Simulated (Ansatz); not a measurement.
in.yaml

```yaml
crystal:
  periodic: [false, false, false]
  atoms:
    - {symbol: B, position_ang: [0.000000, 0.000000, 1.498600]}
    - {symbol: C, position_ang: [0.000000, 0.000000, 0.129600]}
    - {symbol: Ge, position_ang: [0.000000, 0.000000, -1.628200]}
basis:
  gaussian: {orbitals: cc-pVDZ}
total_charge: 1
magnetization: {spin_polarized: false, initial_magnetization: 2}
correlation: {method: fic_mrcisd_q, electrons: outside_noble_gas, active_space: {window: {electrons: 10, orbitals: 10}}}
```

```sh
$ ansatz run in.yaml --threads 1 --pin off --events-out ev --progress --plain --max-ram 2393MiB
```

Log:

```
597 factors; integrals over basis functions are off by at most 7.3e-4 eV
mean field evaluation 1: about -58150.7189 eV, gradient 5.3e1 eV
mean field evaluation 2: about -58150.8130 eV, gradient 5.2e1 eV
mean field evaluation 4: about -58162.2841 eV, gradient 1.1e1 eV
mean field evaluation 8: about -58163.0987 eV, gradient 9.0e-1 eV
mean field evaluation 16: about -58150.7189 eV, gradient 5.3e1 eV
mean field evaluation 32: about -58163.0343 eV, gradient 2.2e0 eV
mean field evaluation 64: about -58158.3861 eV, gradient 3.3e-1 eV
mean field evaluation 96: about -58163.1070 eV, gradient 2.8e-6 eV
mean field evaluation 128: about -58163.0907 eV, gradient 1.0e0 eV
mean field evaluation 160: about -58161.0826 eV, gradient 3.6e0 eV
mean field evaluation 192: about -58158.4259 eV, gradient 2.6e0 eV
mean field evaluation 224: about -58142.5288 eV, gradient 6.9e1 eV
mean field -58163.10698428 eV, -2137.4547573023 hartree, gradient 3.9e-6 eV, S^2 2.000000; 10 other end points of the search recorded, 0 dependent functions left out
reference -58163.10698428 eV, -2137.4547573023 hartree; 22, 20 occupied and 33, 35 virtual orbitals, 597 factors
state -58165.27774280 eV, -2137.5345312066 hartree
contracted CI cycle   1: correlation 0.00000000 eV, 0.0000000000 hartree, residual 1.46e1 eV
contracted CI cycle   2: correlation -3.55871131 eV, -0.1307802283 hartree, residual 3.25e0 eV
contracted CI cycle   3: correlation -3.76699273 eV, -0.1384344295 hartree, residual 9.81e-1 eV
contracted CI cycle   4: correlation -3.78783071 eV, -0.1392002110 hartree, residual 3.61e-1 eV
contracted CI cycle   5: correlation -3.79029603 eV, -0.1392908100 hartree, residual 1.16e-1 eV
contracted CI cycle   6: correlation -3.79054288 eV, -0.1392998816 hartree, residual 3.74e-2 eV
contracted CI cycle   7: correlation -3.79057052 eV, -0.1393008972 hartree, residual 1.30e-2 eV
contracted CI cycle   8: correlation -3.79057385 eV, -0.1393010196 hartree, residual 4.62e-3 eV
contracted CI cycle   9: correlation -3.79057423 eV, -0.1393010336 hartree, residual 1.43e-3 eV
state -58165.27774280 eV, -2137.5345312066 hartree; corrected -58169.42256691 eV, -2137.6868506832 hartree
state -58165.15426615 eV, -2137.5299935233 hartree
contracted CI cycle   1: correlation 0.00000000 eV, 0.0000000000 hartree, residual 1.58e1 eV
contracted CI cycle   2: correlation -3.77634226 eV, -0.1387780185 hartree, residual 3.36e0 eV
contracted CI cycle   3: correlation -3.95141096 eV, -0.1452116745 hartree, residual 8.26e-1 eV
contracted CI cycle   4: correlation -3.96300776 eV, -0.1456378491 hartree, residual 2.50e-1 eV
contracted CI cycle   5: correlation -3.96419646 eV, -0.1456815330 hartree, residual 8.49e-2 eV
contracted CI cycle   6: correlation -3.96433853 eV, -0.1456867539 hartree, residual 2.91e-2 eV
contracted CI cycle   7: correlation -3.96435308 eV, -0.1456872884 hartree, residual 8.38e-3 eV
contracted CI cycle   8: correlation -3.96435422 eV, -0.1456873304 hartree, residual 2.22e-3 eV
contracted CI cycle   9: correlation -3.96435430 eV, -0.1456873334 hartree, residual 6.48e-4 eV
state -58165.15426615 eV, -2137.5299935233 hartree; corrected -58169.42480962 eV, -2137.6869331012 hartree
state -58165.15426615 eV, -2137.5299935233 hartree; corrected -58169.42480962 eV, -2137.6869331012 hartree
WARN: the results are in doubt because another end's mean lies 0.123 eV lower, and its corrected mean 0.002 eV higher
Total energy: -58169.42480962 eV, -2137.6869331012 hartree
In doubt: another end's mean lies 0.123 eV lower, and its corrected mean 0.002 eV higher
```

Ran on 1 thread of Intel Xeon, shared host: 3.6 min wall, 0.59 GiB peak host memory.
